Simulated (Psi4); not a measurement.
# AlSiH5 (AlH2(SiH3)) at 4 levels

We compute a comparison of 4 runs (HF/3-21G, B3LYP/6-31G*, CCSD/def2-SVP, CCSD(T)/6-311+G*) of AlSiH5 (AlH2(SiH3)). 

The results are computed with Psi4 1.11.

4 further runs of the same task are left out: 1 that didn't finish, 3 set aside as unsound or not needed.

## (1) The system as given

The species is AlSiH5 (7 atoms), meant as a singlet with charge 0. SMILES: `[H][Al]([H])[SiH3]`. The shape comes from GFN2-xTB, which is rough for such elements, and wasn't checked as a minimum.

Bond lengths: Al1–Si4 2.421 Å, Al1–H2 1.567 Å, Al1–H3 1.566 Å, Si4–H5 1.482 Å, Si4–H6 1.482 Å, Si4–H7 1.482 Å. Angles: Al1–Si4–H5 114.1°, Al1–Si4–H6 113.8°, Al1–Si4–H7 116.0°, H2–Al1–Si4 125.8°, H3–Al1–Si4 126.2°, H5–Si4–H6 104.0°, H5–Si4–H7 103.8°, H6–Si4–H7 103.8°, H2–Al1–H3 107.9°.

## (2) Energy and forces at HF/3-21G (run 1)

run_ase.py

```python
import numpy as np
from ase.calculators.psi4 import Psi4
from ase import Atoms

a = Atoms(['Al', 'H', 'H', 'Si', 'H', 'H', 'H'], positions=[
    [0.688040, 1.201700, 0.003860],
    [2.245410, 1.365000, 0.056470],
    [0.053380, 2.633190, -0.016580],
    [-0.517390, -0.897790, -0.016750],
    [-1.851430, -0.836410, 0.625620],
    [0.177610, -1.992690, 0.701130],
    [-0.795620, -1.472990, -1.353750],
])
calc = Psi4(atoms=a, method='scf', basis='3-21G', memory='1600MB', num_threads=1, charge=0, multiplicity=1, label='alh5si')
calc.psi4.set_options({'puream': True, 'e_convergence': 1e-09, 'd_convergence': 1e-08, 'scf_type': 'pk'})
a.calc = calc

forces = a.get_forces()
print(f'energy: {a.get_potential_energy():.6f} eV')
print('forces / eV A^-1')
print(np.round(forces, 5))
```

Launch:

```sh
$ python run_ase.py
```

alh5si.dat:

```text
[...]
  Running in c1 symmetry.
[...]
  Nuclear repulsion =   75.536553792184819
[...]
  Multiplicity = 1
[...]
  Nalpha       = 16
  Nbeta        = 16
[...]
    Number of basis functions: 36
[...]
   @RHF iter   1:  -530.82615397877203   -7.93626e-01   2.87485e-03 DIIS/ADIIS
[...]
   @RHF iter   9:  -530.84070971189476   -2.95586e-12   7.15515e-09 DIIS
[...]
    Orbital Energies [Eh]
    ---------------------
    Doubly Occupied:
       1A    -68.272081     2A    -58.062188     3A     -6.089178
       4A     -4.876645     5A     -4.184390     6A     -4.184256
       7A     -4.184225     8A     -3.179472     9A     -3.179058
      10A     -3.178595    11A     -0.731010    12A     -0.564603
      13A     -0.473149    14A     -0.472632    15A     -0.420606
      16A     -0.389844
[...]
  @RHF Final Energy:  -530.84070971189476
   => Energetics <=
    Nuclear Repulsion Energy =             75.5365537921848187
    One-Electron Energy =                -887.8706620120622119
    Two-Electron Energy =                 281.4933985079826471
    Total Energy =                       -530.8407097118947604
[...]
 Multipole Moments:
 ------------------------------------------------------------------------------------
     Multipole            Electronic (a.u.)      Nuclear  (a.u.)        Total (a.u.)
 ------------------------------------------------------------------------------------
 L = 1.  Multiply by 2.5417464519 to convert [e a0] to [Debye]
 Dipole X            :          1.1250682           -1.0562803            0.0687879
 Dipole Y            :          1.9885704           -1.8601714            0.1283990
 Dipole Z            :         -0.0656170            0.0302928           -0.0353242
 Magnitude           :                                                    0.1498862
[...]
  -Total Gradient:
     Atom            X                  Y                   Z
    ------   -----------------  -----------------  -----------------
       1       -0.003667549499    -0.005955310243     0.000534281550
       2       -0.011794931211     0.006164174471    -0.000304134332
       3        0.011366816956    -0.007312988137     0.000459947280
       4        0.008195195516     0.014410883292    -0.001764563316
       5        0.003966913620    -0.005177942547    -0.003128900608
       6       -0.006165216272     0.000674473505    -0.003435859826
       7       -0.001901229109    -0.002803290344     0.007639229253
[...]
```

The script printed:

```text
energy: -14444.911469 eV
forces / eV A^-1
[[ 0.18859  0.30623 -0.02747]
 [ 0.60652 -0.31697  0.01564]
 [-0.58451  0.37605 -0.02365]
 [-0.42141 -0.74104  0.09074]
 [-0.20399  0.26626  0.16089]
 [ 0.31703 -0.03468  0.17668]
 [ 0.09777  0.14415 -0.39282]]
```

Run time: 1.7 s. Hardware: 1 thread of INTEL XEON PLATINUM 8581C at 2.10GHz (Emerald Rapids), shared host; peak memory 0.19 GiB.

## (3) The energy at B3LYP/6-31G(d) (Cartesian functions) (run 2)

job.dat

```
memory 1600 MB

molecule system {
  0 1
  Al
  H 1 r2
  H 1 r3 2 a3
  Si 1 r4 3 a4 2 d4
  H 4 r5 1 a5 3 d5
  H 4 r6 5 a6 1 d6
  H 4 r7 5 a7 6 d7

  r2 = 1.566792
  r3 = 1.566006
  a3 = 107.93882
  r4 = 2.421021
  a4 = 126.21416
  d4 = 179.37182
  r5 = 1.481914
  a5 = 114.1175
  d5 = -29.88858
  r6 = 1.48229
  a6 = 104.04856
  d6 = 124.5524
  r7 = 1.481835
  a7 = 103.77787
  d7 = 108.31647
  symmetry c1
}

set basis 6-31G*
set puream false
set e_convergence 1e-09
set d_convergence 1e-08
set scf_type pk
set dft_radial_points 99
set dft_spherical_points 590

e = energy('b3lyp')
```

Launch:

```sh
$ psi4 job.dat job.out -n 1
```

job.out:

```text
[...]
  Running in c1 symmetry.
[...]
  Nuclear repulsion =   75.536560345480197
[...]
  Multiplicity = 1
[...]
  Nalpha       = 16
  Nbeta        = 16
[...]
    Number of basis functions: 48
[...]
   @RKS iter   1:  -534.85217404873640   -5.02492e-01   4.89075e-03 DIIS/ADIIS
[...]
   @RKS iter   9:  -534.90279671885855   -1.70530e-12   4.80699e-09 DIIS
[...]
    Orbital Energies [Eh]
    ---------------------
    Doubly Occupied:
       1A    -66.113646     2A    -56.054284     3A     -5.269654
       4A     -4.144993     5A     -3.627924     6A     -3.627790
       7A     -3.627037     8A     -2.703005     9A     -2.694742
      10A     -2.694495    11A     -0.539438    12A     -0.414688
      13A     -0.347202    14A     -0.346091    15A     -0.300330
      16A     -0.284878
[...]
  @RKS Final Energy:  -534.90279671885855
   => Energetics <=
    Nuclear Repulsion Energy =             75.5365603454801970
    One-Electron Energy =                -891.4788472769256487
    Two-Electron Energy =                 314.4395586695616771
    DFT Exchange-Correlation Energy =     -33.4000684569747790
    Empirical Dispersion Energy =           0.0000000000000000
    VV10 Nonlocal Energy =                  0.0000000000000000
    Total Energy =                       -534.9027967188585535
[...]
 Multipole Moments:
 ------------------------------------------------------------------------------------
     Multipole            Electronic (a.u.)      Nuclear  (a.u.)        Total (a.u.)
 ------------------------------------------------------------------------------------
 L = 1.  Multiply by 2.5417464519 to convert [e a0] to [Debye]
 Dipole X            :          0.0951863           -0.0671047            0.0280816
 Dipole Y            :          1.7586445           -1.7400733            0.0185712
 Dipole Z            :          1.2508779           -1.2427884            0.0080895
 Magnitude           :                                                    0.0346252
[...]
```

It took 6 s on 1 thread of INTEL XEON PLATINUM 8581C at 2.10GHz (Emerald Rapids), shared host; peak memory 0.72 GiB.

Run 3 isn't shown in full; the table further down has it.

## (4) A single-point energy at CCSD(T)/6-311+G(d) (DKH3) (run 4)

calc.dat

```
memory 1600 MB

molecule {
  Al
  H 1 r2
  H 1 r3 2 a3
  Si 1 r4 3 a4 2 d4
  H 4 r5 1 a5 3 d5
  H 4 r6 5 a6 1 d6
  H 4 r7 5 a7 6 d7

  r2 = 1.566792
  r3 = 1.566006
  a3 = 107.93882
  r4 = 2.421021
  a4 = 126.21416
  d4 = 179.37182
  r5 = 1.481914
  a5 = 114.1175
  d5 = -29.88858
  r6 = 1.48229
  a6 = 104.04856
  d6 = 124.5524
  r7 = 1.481835
  a7 = 103.77787
  d7 = 108.31647
  symmetry c1
}

set {
  basis        6-311+G*
  scf_type     pk
  freeze_core  true
  guess        core
  maxiter      100
  relativistic dkh
  dkh_order    3
}

energy_value = energy('ccsd(t)')
```

Launch:

```sh
$ psi4 -n 1 calc.dat calc.out
```

calc.out:

```text
[...]
  Running in c1 symmetry.
[...]
  Nuclear repulsion =   75.536560345480197
[...]
  Multiplicity = 1
[...]
  Nalpha       = 16
  Nbeta        = 16
[...]
    Number of basis functions: 75
[...]
   @RHF iter   1:  -431.65874889465471   -4.31659e+02   3.73104e-01 ADIIS
[...]
   @RHF iter  12:  -534.67254704823540   -3.41061e-11   9.86552e-09 DIIS
[...]
    Orbital Energies [Eh]
    ---------------------
    Doubly Occupied:
       1A    -68.895477     2A    -58.577597     3A     -6.140617
       4A     -4.913533     5A     -4.220413     6A     -4.220335
       7A     -4.219955     8A     -3.209533     9A     -3.207664
      10A     -3.207359    11A     -0.722019    12A     -0.559645
      13A     -0.476738    14A     -0.476600    15A     -0.424544
      16A     -0.391332
[...]
  @RHF Final Energy:  -534.67254704823540
   => Energetics <=
    Nuclear Repulsion Energy =             75.5365603454801970
    One-Electron Energy =                -892.6914938124757555
    Two-Electron Energy =                 282.4823864187601998
    Total Energy =                       -534.6725470482354012
[...]
 Multipole Moments:
 ------------------------------------------------------------------------------------
     Multipole            Electronic (a.u.)      Nuclear  (a.u.)        Total (a.u.)
 ------------------------------------------------------------------------------------
 L = 1.  Multiply by 2.5417464519 to convert [e a0] to [Debye]
 Dipole X            :          0.1014999           -0.0671047            0.0343952
 Dipole Y            :          1.7802569           -1.7400733            0.0401836
 Dipole Z            :          1.2647938           -1.2427884            0.0220055
 Magnitude           :                                                    0.0572887
[...]
      * MP2 total energy                      = -534.808901008609610
[...]
      * CCSD total energy                     = -534.847322871910023
[...]
      * CCSD(T) total energy                  = -534.851745820557767
[...]
```

Wall time 7.2 s (1 thread of INTEL XEON PLATINUM 8581C at 2.10GHz (Emerald Rapids), shared host); peak memory 0.4 GiB.

## (5) Overview of the runs

| run | level | task | Cartesian functions | energy (Eh) | HOMO energy (eV) | LUMO energy (eV) | HOMO–LUMO gap (eV) | wall time |
| --- | --- | --- | --- | --- | --- | --- | --- | --- |
| 1 | HF/3-21G | gradient | no | -530.840710 | -10.61 | 0.48 | 11.09 | 1.7 s |
| 2 | B3LYP/6-31G* (Cartesian functions) | energy | yes | -534.902797 | -7.75 | -2.30 | 5.46 | 6 s |
| 3 | CCSD/def2-SVP (Cholesky decomposition, Cholesky for correlation) | energy | no | -533.776337 | -10.67 | 0.57 | 11.24 | 2.8 s |
| 4 | CCSD(T)/6-311+G* (DKH3) | energy | no | -534.851746 | -10.65 | 0.31 | 10.96 | 7.2 s |

## (6) Results

```
                                           quantity          value
                                run 4: total energy  -534.85175 Eh
         run 4: HOMO energy (Hartree–Fock orbitals)      -10.65 eV
         run 4: LUMO energy (Hartree–Fock orbitals)        0.31 eV
       run 4: HOMO–LUMO gap (Hartree–Fock orbitals)       10.96 eV
run 4: correlation energy (10 core orbitals frozen)     -179.2 mEh
                              run 4: (T) correction      -4.42 mEh
                               run 4: T1 diagnostic          0.016
```

What this shows: Some runs of one species differ in core potentials or relativity; totals across that change don't compare. All runs together took 18 s, the longest 7.2 s.
